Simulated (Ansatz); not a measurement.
**GaAs⁺, quartet: reading a ladder of total energies**

Geometry: that of the GaAs⁺, doublet, kept fixed.

```yaml
atoms:
  - { symbol: Ga, position_ang: [0.0000, 0.0000, 0.0000] }
  - { symbol: As, position_ang: [0.0000, 0.0000, 2.5851] }
```

Basis cc-pVDZ; Ansatz 0.2.0. Only valence electrons are correlated (noble-gas cores and the filled d shells of p-block atoms frozen), which leaves 7 electrons in 26 orbitals. R marks a restricted (for open shells ROHF) determinant. No spin–orbit coupling is included, and no scalar relativity.

Full CI is exact within this basis and frozen core; it isn't the basis-set limit.

RCCSD has a T1 diagnostic of 0.029 and a largest doubles amplitude of 0.09.

Runs differ by some tens of microhartree through their thresholds and, for an open shell, their frozen cores, so steps under 0.03 kcal/mol mean nothing.

Here the R and U totals at CCSDT(Q) differ by 0.38 kcal/mol, a measure of how far such totals hang on the determinant and its frozen core.

```tsv
level	total energy (hartree)
RHF	-4157.148591
RMP2	-4157.239960
RCCSD	-4157.266387
RCCSD(T)	-4157.269125
RCCSDT	-4157.269846
RCCSDT(Q)	-4157.270007
full CI	-4157.270024
```

**Question.** What is the correlation energy at full CI, and what share of it do RMP2 and RCCSD(T) recover?

**Answer.** E(corr) = -4157.270024 − (-4157.148591) = -0.121433 hartree = -3.304 eV. RMP2: -0.091369 / -0.121433 = 75.24 %. RCCSD(T): -0.120534 / -0.121433 = 99.26 %.

**Question.** By how many kcal/mol does RCCSD(T) miss full CI (1 hartree = 627.509 kcal/mol), and which steps make up the rest?

**Answer.** -4157.269125 − (-4157.270024) = 0.000899 hartree = 0.56 kcal/mol. Steps: RCCSDT − RCCSD(T) = -0.45, RCCSDT(Q) − RCCSDT = -0.10, full CI − RCCSDT(Q) = -0.01 kcal/mol. That is within 1 kcal/mol of the reference in this basis, which itself misses far more of the correlation at the basis-set limit.
